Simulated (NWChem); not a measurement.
Basis-set convergence for ClNa

SMILES: [Na][Cl]
```xyz
2

Na     0.0000     0.0000    -1.4253
Cl     0.0000     0.0000     0.9223
```
Charge 0, spin multiplicity 1.

Everything below was run with NWChem. All single points use one geometry, from PBE/def2-SVP, a minimum by its harmonic frequencies.

Quantity: LUMO energy at the level B3LYP.

B3LYP has NWChem's definition, with VWN1-RPA local correlation. The Pople sets run with spherical d functions. The structure started from a generated list of species.

```tsv
basis	functions	LUMO energy (eV)
STO-3G	18	___
pcseg-1	28	-2.07
def2-SVP	33	___
cc-pVDZ	36	-2.02
6-31+G*	44	-2.07
6-311G**	52	___
cc-pVTZ	68	-2.00
def2-TZVPP	74	-2.00
aug-cc-pVTZ	100	-2.02
def2-QZVP	116	-2.01
```

Q: What belongs in the gaps?

A: 
- STO-3G, LUMO energy (eV): 5.39
- def2-SVP, LUMO energy (eV): -1.89
- 6-311G**, LUMO energy (eV): -2.11
